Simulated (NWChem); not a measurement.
Program: NWChem. System: methanol (CH4O), charge 0, spin multiplicity 1, at a geometry optimised with B3LYP/def2-SVP. Level: CCSDT/3-21G, 2 core orbitals frozen.

Input file:

```
start mol
memory heap 100 mb stack 700 mb global 1900 mb
geometry units angstroms nocenter noautoz
  C      0.612545    -0.231443     0.000000
  O     -0.665018     0.358273     0.000000
  H      0.806551    -0.855807     0.895964
  H      1.354776     0.581936     0.000000
  H      0.806551    -0.855807    -0.895964
  H     -1.323004    -0.347844     0.000000
  symmetry group Cs
end
basis spherical
  * library 3-21g
end
scf
  rhf
  nopen 0
  maxiter 100
  thresh 1e-7
  semidirect memsize 60000000 filesize 0
end
tce
  freeze core 2
  ccsdt
  2eorb
  2emet 13
  thresh 1e-6
  maxiter 100
  tilesize 24
end
task tce energy
```

Part of the output:

```
             Northwest Computational Chemistry Package (NWChem) 7.3.0
             --------------------------------------------------------

                                NWChem Input Module
                                -------------------

 Scaling coordinates for geometry "geometry" by  1.889725989
 (inverse scale =  0.529177249)

 Turning off AUTOSYM since
 SYMMETRY directive was detected!

                             Geometry "geometry" -> ""
                             -------------------------

 Output coordinates in angstroms (scale by  1.889725989 to convert to a.u.)

  No.       Tag          Charge          X              Y              Z
 ---- ---------------- ---------- -------------- -------------- --------------
    1 C                    6.0000     0.61254500    -0.23144300     0.00000000
    2 O                    8.0000    -0.66501800     0.35827300     0.00000000
    3 H                    1.0000     0.80655100    -0.85580700     0.89596400
    4 H                    1.0000     1.35477600     0.58193600     0.00000000
    5 H                    1.0000     0.80655100    -0.85580700    -0.89596400
    6 H                    1.0000    -1.32300400    -0.34784400     0.00000000

 Effective nuclear repulsion energy (a.u.)      40.3081485967

            Nuclear Dipole moment (a.u.)
            ----------------------------
        X                 Y               Z
 ---------------- ---------------- ----------------
    -0.0000000000     0.0000075589     0.0000000000

      Symmetry information
      --------------------

 Group name             Cs
 Group number              2
 Group order               2
 No. of unique centers     5

      Symmetry unique atoms

     1    2    3    4    6


 Summary of "ao basis" -> "" (spherical)
 ------------------------------------------------------------------------------
       Tag                 Description            Shells   Functions and Types
 ---------------- ------------------------------  ------  ---------------------
 *                           3-21g                    on all atoms

 Summary of "ao basis" -> "ao basis" (spherical)
[...]
            Beta electrons :     9
           No. of orbitals :    52
            Alpha orbitals :    26
             Beta orbitals :    26
        Alpha frozen cores :     2
         Beta frozen cores :     2
     Alpha frozen virtuals :     0
      Beta frozen virtuals :     0
         Spin multiplicity : singlet
    Number of AO functions :    26
       Number of AO shells :    18
        Use of symmetry is : on
      Symmetry adaption is : on
         Schwarz screening : 0.10D-09

          Correlation Information
          -----------------------
          Calculation type : Coupled-cluster singles, doubles, & triples
   Perturbative correction : none
            Max iterations :      100
        Residual threshold : 0.10D-05
     T(0) DIIS level shift : 0.00D+00
     L(0) DIIS level shift : 0.00D+00
     T(1) DIIS level shift : 0.00D+00
     L(1) DIIS level shift : 0.00D+00
     T(R) DIIS level shift : 0.00D+00
     T(I) DIIS level shift : 0.00D+00
   CC-T/L Amplitude update :  5-th order DIIS
                I/O scheme : Global Array Library
        L-threshold :  0.10D-05
        EOM-threshold :  0.10D-05
 no EOMCCSD initial starts read in
 TCE RESTART OPTIONS
 SLICE:      F
 D4D5:       F
 quantumc:   F
 qrotation:  F
 pwtce:      F
 qducc:      F
 nacto:                         0
 nrotv:                         0
 nrot:                          0

            Memory Information
            ------------------
          Available GA space size is     249036124 doubles
          Available MA space size is     104856052 doubles

 Maximum block size supplied by input
 Maximum block size        24 doubles

 tile_dim =     13

 -------------------------------------------------
   1    alpha     a'     5 doubles       0       1
   2    alpha     a"     2 doubles       5       2
   3    beta      a'     5 doubles       7       1
   4    beta      a"     2 doubles      12       2
   5    alpha     a'    13 doubles      14       5
   6    alpha     a"     4 doubles      27       6
   7    beta      a'    13 doubles      31       5
   8    beta      a"     4 doubles      44       6

 Global array virtual files algorithm will be used

 Parallel file system coherency ......... OK

 4-electron integrals stored in orbital form

 v2    file size   =            65830
 4-index algorithm nr.  13 is used
 imaxsize =       30
 imaxsize ichop =        0
 IN MAPPING 1 for UCC(4),CCSDT,CCSDTQ


 CCSDT iterations
 --------------------------------------------------------
 Iter          Residuum       Correlation     Cpu    Wall
 --------------------------------------------------------
    1   0.3323693007728  -0.2103009806349     0.6     0.6
    2   0.0644793098282  -0.2211906120246     0.7     0.7
    3   0.0377866072527  -0.2312516186486     0.8     0.8
    4   0.0140557463160  -0.2329959162459     0.8     0.8
    5   0.0092054302000  -0.2342273491987     0.8     0.8
    6   0.0031448482991  -0.2348433565148     0.9     0.9
    7   0.0014464786653  -0.2348804771593     0.9     0.9
    8   0.0007880515389  -0.2348831066835     0.8     0.8
    9   0.0004266622481  -0.2348912263846     0.9     0.9
   10   0.0002609497160  -0.2348956367734     0.8     0.8
   11   0.0000487471008  -0.2349002472375     0.8     0.8
   12   0.0000176049680  -0.2349013700775     0.7     0.7
   13   0.0000099766702  -0.2349021621925     0.7     0.7
   14   0.0000047919037  -0.2349022931184     0.7     0.7
   15   0.0000029112318  -0.2349024009548     0.7     0.7
   16   0.0000009800467  -0.2349024734813     0.9     0.9
 --------------------------------------------------------
 Iterations converged
 CCSDT correlation energy / hartree =        -0.234902473481305
 CCSDT total energy / hartree       =      -114.630944195348690

 Singles contributions

 Doubles contributions

 Task  times  cpu:       13.3s     wall:       13.3s

 Total times  cpu:       13.3s     wall:       13.3s
```
